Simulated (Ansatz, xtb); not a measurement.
**Loss of NH3: CH6N2 → CH3N + NH3**

Species: CH6N2 (methylhydrazine) `CNN`, singlet; CH3N (methanimine) `C=N`, singlet; NH3 (ammonia) `N`, singlet. 

Shapes, held fixed at every level: PBE0-D4/def2-TZVP. Flexible molecules stand in one conformer, not always the lowest. Programs: Ansatz 0.2.0, xtb 6.7.1. The zero-point and thermal change to 298 K, harmonic and unscaled (PBE0-D4/def2-TZVP), is -12.5 kJ/mol.

**The experiment to reproduce.** Tabulated heats of formation (Active Thermochemical Tables, CRC Handbook of Chemistry and Physics): CH6N2 +94.7 (CRC); CH3N +88.7 (ATcT); NH3 -45.6 (ATcT) kJ/mol, which give ΔH(298 K) = -51.6 kJ/mol.

```json
{"level": "GFN0-xTB", "kind": "semi-empirical", "ΔH (kJ/mol)": "+22.5", "computed − measured": "+74.0", "CPU time (all species)": "0.16 s"}
{"level": "r2SCAN-D4/def2-TZVPP", "kind": "meta-GGA", "ΔH (kJ/mol)": "-41.1", "computed − measured": "+10.4", "CPU time (all species)": "13 s"}
{"level": "PBE0-D4/def2-TZVPP", "kind": "global hybrid", "ΔH (kJ/mol)": "-28.6", "computed − measured": "+22.9", "CPU time (all species)": "6.5 s"}
{"level": "r2SCAN0-D4/def2-TZVPP", "kind": "global hybrid", "ΔH (kJ/mol)": "-33.2", "computed − measured": "+18.3", "CPU time (all species)": "12 s"}
{"level": "B2PLYP/def2-TZVPP", "kind": "double hybrid", "ΔH (kJ/mol)": "-57.2", "computed − measured": "-5.7", "CPU time (all species)": "11 s"}
{"level": "MP2/def2-TZVPP", "kind": "perturbation theory", "ΔH (kJ/mol)": "-52.8", "computed − measured": "-1.2", "CPU time (all species)": "–"}
{"level": "CCSD/def2-SVP", "kind": "coupled cluster or CI", "ΔH (kJ/mol)": "-42.4", "computed − measured": "+9.2", "CPU time (all species)": "–"}
{"level": "CCSD(T)/def2-TZVPP", "kind": "coupled cluster or CI", "ΔH (kJ/mol)": "-56.6", "computed − measured": "-5.0", "CPU time (all species)": "72 s"}
{"level": "CCSD(T)/CBS estimate", "kind": "coupled cluster or CI", "ΔH (kJ/mol)": "-53.6", "computed − measured": "-2.1", "CPU time (all species)": "2.6 min"}
```

Nearest: MP2/def2-TZVPP (-1.2); farthest: GFN0-xTB (+74.0). 5 of 9 levels lie within 10 kJ/mol. The wrong sign comes from GFN0-xTB. The CBS estimate extrapolates MP2 from def2-TZVPP and def2-QZVPP and adds CCSD(T) − MP2 in the triple-zeta set, cores frozen. Times are processor times on shared x86 and Arm servers, and rough.
